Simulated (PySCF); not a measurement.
Cartesian coordinates (Å):
SMILES: [F]
```xyz
1

F      0.0000     0.0000     0.0000
```
Charge 0, spin multiplicity 2.

**Question.** What is the computed total energy, dipole moment and highest occupied spin orbital (M06-2X/def2-TZVP (PySCF))?

**Answer.** 
```json
{
  "total_energy": "-99.7338 Ha",
  "dipole_moment": "0.00 D",
  "highest_occupied_spin_orbital": "-14.77 eV"
}
```
